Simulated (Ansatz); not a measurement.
A calculation with Ansatz (development build ahead of 0.2.0).

```yaml
crystal:
  periodic: [false, false, false]
  atoms:
    - { symbol: Mg, position_ang: [0.0, 0.0, 0.0] }
    - { symbol: O, position_ang: [0.0, 0.0, 2.45] }
basis:
  gaussian: { orbitals: def2-SVP }
magnetization:
  spin_polarized: true
hamiltonian:
  xc: hf
correlation:
  method: mp2
  frozen_orbitals: { Mg: 1, O: 1 }
output:
  forces: true
```

The input is written out in the form of the current development build from the run's settings.

Output:

* Converged: yes
* Reference energy: -274.25109 hartree
* Correlation energy: -0.16674 hartree
* Total energy: -274.41784 hartree
* Spin squared of the determinant: 1.006
* Stability test: minimum

Forces (eV/Å):
| atom | Fx | Fy | Fz |
| --- | --- | --- | --- |
| Mg1 | 0.000 | 0.000 | 2.955 |
| O2 | 0.000 | 0.000 | -2.955 |

Caution: bonds are stretched, where a single reference can fail; the unrestricted determinant is a mixture of spin states.
